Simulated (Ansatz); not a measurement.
Corundum (α-Al2O3) was calculated with PBE in Ansatz (plane waves, PAW).

Numerical settings: plane-wave cutoff 520 eV, 6×6×6 k mesh, perturbation theory, scalar-relativistic PAW data made under PBE.

Cell (relaxed at this level):

```yaml
crystal:
  lattice:
    - [2.40449, 1.38823, 4.37450]
    - [-2.40449, 1.38823, 4.37450]
    - [0.00000, -2.77646, 4.37450]
  atoms:
    - { symbol: Al, position: [0.85215, 0.85215, 0.85215] }
    - { symbol: Al, position: [0.35215, 0.35215, 0.35215] }
    - { symbol: Al, position: [0.14785, 0.14785, 0.14785] }
    - { symbol: Al, position: [0.64785, 0.64785, 0.64785] }
    - { symbol: O, position: [0.44383, 0.05617, 0.75000] }
    - { symbol: O, position: [0.05617, 0.75000, 0.44383] }
    - { symbol: O, position: [0.55617, 0.94383, 0.25000] }
    - { symbol: O, position: [0.25000, 0.55617, 0.94383] }
    - { symbol: O, position: [0.94383, 0.25000, 0.55617] }
    - { symbol: O, position: [0.75000, 0.44383, 0.05617] }
```

Q: Estimate the high-frequency dielectric constant (mean over three axes) and static dielectric constant (mean over three axes) that the calculation returns.

A: 
high-frequency dielectric constant (mean over three axes): 3.27
static dielectric constant (mean over three axes): 11.0

Measured, for comparison: high-frequency dielectric constant 3.1 (temperature not stated, not corrected to a static lattice, mean; as tabulated in Skone et al. (2014), arXiv:1501.03184); static dielectric constant 10.1 (temperature not stated, not corrected to a static lattice, mean of the two values across and the one along c; as tabulated in Stokey et al. (2021), arXiv:2108.12058). Computed (rounded) less measured: high-frequency dielectric constant +5 %, static dielectric constant +9 %.

Ansatz is a quantum-chemistry and plane-wave program.
